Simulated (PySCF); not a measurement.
Work out the structure from these simulated measurements.

Formula: CO3; charge -2.

- 13C NMR: chemical shifts (computed TMS as zero) by class: 175.7 (1 C) ppm [GIAO KT2/pcSseg-2]
- Rotational structure: rotational constants A, B, C: 12.462, 12.459, 6.230 GHz [PBE0-D3(BJ)/def2-SVP]
- XPS: C1s 281.3, O1s 523.5 (×3) eV [ΔSCF SCAN, pcX-2 on the ionised atom, pcseg-1 elsewhere, spin-free X2C]
- NMR, other nuclei: isotropic shieldings of nuclei other than C and H, by class: 135 (3 O) ppm [GIAO KT2/pcSseg-2]
- Couplings: largest of the computed one-bond spin–spin couplings (means over like bonds): 17O–13C +29.8 (×3) Hz [B3LYP/pcJ-1]

Gas-phase values; electronic properties from PySCF, density fitting. Levels stand in brackets. Geometry: PBE0-D3(BJ)/def2-SVP; no solvent, vibrations or thermal averaging. Whether so highly charged an anion holds all its electrons in the gas phase wasn't checked; a finite basis holds them in any case. The ion is multiply charged and computed without counter-ions or solvent. The HOMO energy is positive, so at this level the finite basis confines the outermost electrons. No diffuse functions stand in pcJ-1 and pcSseg-2, which bears on an anion's orbital energies. Each NMR value is the plain mean over a class of atoms that symmetry, rotation or inversion makes alike.

Task: What is the compound? Reason from the data.

Result: Numbering: `[O:1]=[C:2]([O-:3])[O-:4]`. The one carbon: carbonate carbon [C2] (175.7 ppm). The other shieldings belong to: 135 ppm, oxygen bonded to C [O1/O3/O4]. The couplings run between: +29.8 Hz, oxygen bonded to C [O1] and carbonate carbon [C2] (with 2 like pairs). The core levels belong to: C1s 281.3 eV, carbonate carbon [C2]; O1s 523.5 eV, oxygen bonded to C [O1/O3/O4]. The optimised geometry has point group D3h and is an oblate symmetric top (the spread among constants that symmetry makes equal is optimisation noise). Structure: `O=C([O-])[O-]` (carbonate ion). The assignments are read from this structure; whether some other isomer fits the data as well wasn't checked.
